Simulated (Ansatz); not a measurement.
C6H12 can be A, `C1CCCCC1`, or B, `C=C(C)CCC`.

Program: Ansatz. Geometries: PBE0-D4/def2-TZVP. ΔE: electronic, gas phase. CCSD(T)/CBS is the MP2 limit (def2-TZVPP, def2-QZVPP) plus CCSD(T) − MP2 in def2-TZVPP, frozen cores. Functionals use def2-TZVPP. B3LYP here is the variant with VWN-RPA as its local correlation; programs differ in this. Each species was taken in one conformer, which may not be the lowest.

A:

Z-matrix (Å, degrees):
```
C
C 1 1.534
C 1 1.521 2 110.7
H 1 1.093 2 110.2 3 123.2
H 1 1.096 2 110.0 3 -120.2
C 2 1.534 1 112.0 3 31.4
H 2 1.094 1 109.4 3 153.4
H 2 1.094 1 109.8 3 -90.4
C 3 1.534 1 110.7 2 -64.8
H 3 1.096 1 108.8 2 56.1
H 3 1.093 1 111.0 2 172.4
C 6 1.521 2 110.7 1 31.0
H 6 1.093 2 110.2 1 154.2
H 6 1.096 2 110.0 1 -89.2
H 9 1.094 3 109.8 1 -90.8
H 9 1.094 3 109.4 1 153.0
H 12 1.096 6 108.8 2 56.1
H 12 1.093 6 111.0 2 172.5
```

B:

```xyz
18

C     1.703   -0.497    1.627
C     1.048    0.226    0.725
C     0.990    1.720    0.803
C     0.329   -0.417   -0.425
C    -1.186   -0.226   -0.398
C    -1.875   -0.933   -1.552
H     2.223   -0.033    2.459
H     1.745   -1.579    1.562
H     1.589    2.100    1.631
H     1.358    2.171   -0.125
H    -0.037    2.073    0.937
H     0.554   -1.488   -0.437
H     0.715   -0.004   -1.366
H    -1.426    0.841   -0.430
H    -1.574   -0.601    0.555
H    -2.957   -0.791   -1.521
H    -1.680   -2.009   -1.529
H    -1.518   -0.555   -2.515
```

(1) Which is lower in electronic energy at CCSD(T)/CBS, and by how much? (Best estimate.)

(2) Give E(B) − E(A) in kcal/mol with MP2/def2-TZVPP, CCSD(T)/def2-TZVPP, PBE-D4, HF/def2-TZVPP, ωB97M-V, B3LYP-D4, r2SCAN-D4. (An estimate is asked.)

Largest T1 diagnostic: 0.009.

## Answers

(1) The calculation gave: A, by 12.0 kcal/mol.

(2) Computed: MP2/def2-TZVPP 13.8, CCSD(T)/def2-TZVPP 12.1, PBE-D4 11.7, HF/def2-TZVPP 7.9, ωB97M-V 12.8, B3LYP-D4 8.8, r2SCAN-D4 11.7. None reverses the order clearly.

In def2-TZVPP, CCSD(T) changes the Hartree–Fock value by +4.2 kcal/mol (the triples alone add −0.4 kcal/mol) and MP2 by +5.8 kcal/mol. From PBE to PBE0 (25 % exact exchange), in def2-TZVPP and without D4, E(B) − E(A) moves by +3.2 kcal/mol.
